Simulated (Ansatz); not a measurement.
fcc Pd was calculated with PBE-D4 in Ansatz (plane waves, PAW).

Settings: plane-wave cutoff 520 eV, 24×24×24 k mesh, Fermi–Dirac smearing 0.05 eV, scalar-relativistic PAW data made under PBE.

Pressure at four volumes; x = ln(V/14.915 Å³). One pressure is withheld.

| V (Å³/atom) | x | P (GPa) |
|---|---|---|
| 14.020 | -0.0619 | ? |
| 14.319 | -0.0408 | 8.41 |
| 14.915 | 0.0000 | -0.03 |
| 15.810 | 0.0583 | -9.22 |

### Question
Pass a parabola P(x) through the three rows shown, estimate the bulk modulus and its pressure derivative near zero pressure, and predict the withheld pressure.

### Answer
Slopes between the rows: (-0.03 − (8.41))/(0.0000 − (-0.0408)) = -206.86 and (-9.22 − (-0.03))/(0.0583 − (0.0000)) = -157.63 GPa. Their difference over the span 0.0991 is c = 49.23/0.0991 = 496.8 GPa, so P(x) = 8.41 + (-206.86)(x − (-0.0408)) + 496.8 (x − (-0.0408))(x − (0.0000)). At the middle row B = −dP/dx = −[-206.86 + 496.8 × 0.0408] = 186.6 GPa, and B′ = dB/dP = 2c/B = 5.3. At x = -0.0619 the parabola gives 13.42 GPa; the run gives 13.53 GPa. The Birch–Murnaghan fit to the energies at all volumes has B0 = 185 GPa and B′ = 5.5.

Measured, for comparison: bulk modulus 195 GPa (zero-point energy and finite temperature contributions removed, our sources range from 187 to 198; as tabulated in doi:10.1021/acs.jctc.3c00612). Computed (rounded) less measured: bulk modulus -5 % (-1 % to -7 % over the range).

Ansatz is an electronic-structure program.
